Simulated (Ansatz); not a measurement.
# RPA@PBE0/aug-cc-pVTZ run of [NH2]− (SMILES [NH2-])

What is the energy change on altering one bond length of [NH2]− at RPA@PBE0/aug-cc-pVTZ? 

The results are computed with Ansatz 0.2.0.

## Step 1: Starting point

[NH2]−: 3 atoms, total charge -1, spin state singlet. As SMILES, `[NH2-]`. The shape is that of a PBE0-D4/def2-TZVPD optimisation.

Bond lengths: N1–H2 1.027 Å, N1–H3 1.027 Å. Angles: H2–N1–H3 101.8°.

## Step 2: A single-point energy at RPA@PBE0/aug-cc-pVTZ

File job.yaml:

```yaml
crystal:
  periodic: [false, false, false]
  atoms:
    - symbol: N
      position_ang: [0.342200, -0.203000, 0.168700]
    - symbol: H
      position_ang: [0.125500, 0.801200, 0.156000]
    - symbol: H
      position_ang: [-0.467700, -0.598200, -0.324700]
basis:
  gaussian: {orbitals: aug-cc-pVTZ}
correlation: {method: rpa, frozen_orbitals: {H: 0, "N": 1}}
hamiltonian: {xc: {name: PBE0}}
total_charge: -1
accuracy: high
```

Launch:

```bash
$ ansatz run job.yaml --threads 1 --pin off --max-ram 3480MiB --events-out events.jsonl --progress --plain --runs-dir runs
```

Log:

```text
Warning: RAYON_NUM_THREADS=1 ignored (pool sized by the plan → 1); use --threads N
Functional definition: PBE0
  name "PBE0"
  parameter a = 0.25
  parameter kappa = 0.804
  parameter beta = 0.06672455060314922
  exchange = (1 - a)*pbe_x(kappa = kappa, mu = beta*pi^2/3) + a*exact_x
  correlation = pbe_c(beta = beta)
1355 factors; integrals over basis functions are off by at most 2.9e-9 eV
mean field evaluation 1: about -1519.8780 eV, gradient 4.3e0 eV
mean field evaluation 2: about -1519.8785 eV, gradient 4.3e0 eV
mean field evaluation 4: about -1519.9255 eV, gradient 1.2e0 eV
mean field evaluation 8: about -1519.9288 eV, gradient 6.4e-3 eV
mean field evaluation 16: about -1519.9288 eV, gradient 2.2e-7 eV
mean field -1519.92881995 eV, -55.8563538884 hartree, gradient 3.0e-8 eV, S^2 0.000000; 0 other end points of the search recorded, 0 dependent functions left out
1 core orbitals not correlated: weight in the atoms' cores, before any rotation towards them, 1.000 or more for the frozen orbitals, at most 0.000 for the correlated occupied ones
reference -1511.40738916 eV, -55.5431970827 hartree; 4, 4 occupied and 87, 87 virtual orbitals, 1355 factors
Total energy: -1521.59413152 eV, -55.9175529598 hartree
```

Wall time 3.9 s (1 thread of Arm Neoverse V1, shared host); peak memory 0.23 GiB.

## Step 3: The distorted shape, same level

File job.yaml:

```yaml
crystal:
  periodic: [false, false, false]
  atoms:
    - symbol: N
      position_ang: [0.374704, -0.353627, 0.170605]
    - symbol: H
      position_ang: [0.125500, 0.801200, 0.156000]
    - symbol: H
      position_ang: [-0.435196, -0.748827, -0.322795]
basis:
  gaussian: {orbitals: aug-cc-pVTZ}
total_charge: -1
magnetization: {spin_polarized: false}
hamiltonian: {xc: pbe0}
correlation: {method: rpa, frozen_orbitals: {H: 0, "N": 1}}
accuracy: high
```

Launch:

```bash
$ ansatz run job.yaml --threads 1 --pin off --max-ram 3480MiB --events-out events.jsonl --progress --plain --runs-dir runs
```

Log, shortened:

```text
Warning: RAYON_NUM_THREADS=1 ignored (pool sized by the plan → 1); use --threads N
Functional definition: PBE0
  name "PBE0"
[...]
1374 factors; integrals over basis functions are off by at most 3.5e-9 eV
[...]
mean field -1519.58620828 eV, -55.8437631419 hartree, gradient 9.8e-8 eV, S^2 0.000000; 0 other end points of the search recorded, 0 dependent functions left out
1 core orbitals not correlated: weight in the atoms' cores, before any rotation towards them, 1.000 or more for the frozen orbitals, at most 0.000 for the correlated occupied ones
reference -1510.96812389 eV, -55.5270543820 hartree; 4, 4 occupied and 87, 87 virtual orbitals, 1374 factors
Total energy: -1521.27878558 eV, -55.9059642101 hartree
```

It took 3.6 s on 1 thread of Arm Neoverse V1, shared host; peak memory 0.22 GiB.

## Step 4: Summary of results

Level: RPA@PBE0/aug-cc-pVTZ, 1 core orbital frozen.

```
                                                         quantity         value
                                        first shape: total energy  -55.91755 Eh
                    first shape: RPA correlation energy (valence)    -374.4 mEh
                                    distorted shape: total energy  -55.90596 Eh
                distorted shape: RPA correlation energy (valence)    -378.9 mEh
energy change with the N1–H2 bond stretched from 1.027 to 1.181 Å      0.315 eV
```

With the N1–H2 bond stretched from 1.027 to 1.181 Å the energy rises by 0.32 eV (7.3 kcal/mol). The first shape isn't relaxed at this level, so the change isn't measured from a minimum.
